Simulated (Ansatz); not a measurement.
# How methods differ on SiH2Cl (chlorosilyl radical)

SiH2Cl: 4 atoms, total charge 0, spin state doublet. SMILES: `[SiH2]Cl`. Geometry: relaxed at GFN2-xTB.

```jsonl
{"atom": "Si", "x (Å)": "-0.2836", "y (Å)": "0.2377", "z (Å)": "0.1316"}
{"atom": "Cl", "x (Å)": "1.5977", "y (Å)": "-0.0596", "z (Å)": "0.8111"}
{"atom": "H", "x (Å)": "-1.0650", "y (Å)": "-0.9783", "z (Å)": "0.2633"}
{"atom": "H", "x (Å)": "-0.2491", "y (Å)": "0.8002", "z (Å)": "-1.2060"}
```

Each level gives the energy change with the Si1–H4 bond stretched from 1.451 to 2.903 Å (eV). The values are calculated.

```csv
level,kind,program,value (eV),less FCI/STO-3G,CPU time (all runs)
USVWN5/STO-3G,LDA,Ansatz,4.16,+0.62,1.9 s
UBLYP/STO-3G,GGA,Ansatz,3.68,+0.14,3.4 s
UB3LYP/STO-3G,global hybrid,Ansatz,3.82,+0.28,3.5 s
UPBE0/STO-3G,global hybrid,Ansatz,3.91,+0.37,3.6 s
U-wB97M-V/STO-3G,range-separated hybrid,Ansatz,3.87,+0.33,33 s
UB2PLYP/STO-3G,double hybrid,Ansatz,3.76,+0.22,5.5 s
UMP2/STO-3G,perturbation theory,Ansatz,3.62,+0.08,0.47 s
UBCCD(T)/STO-3G,coupled cluster or CI,Ansatz,3.54,0.00,0.81 s
FCI/STO-3G,exact in the basis,Ansatz,3.54,0.00,0.86 s
```

FCI/STO-3G is exact within its basis and frozen core, so for wave-function methods in that basis the difference is their error; functionals converge differently with the basis, so for them it is only a difference. The first shape isn't each level's own minimum. The values span 3.54 to 4.16 eV. Spin contamination of the reference (⟨S²⟩ at least 0.1 too high) touches UB2PLYP/STO-3G, UMP2/STO-3G, UBCCD(T)/STO-3G. All rows use very small basis sets, so even the best lies far from the true value. CPU times are rough (shared hosts, several kinds of processor): they show what a rung costs within a factor of a few.
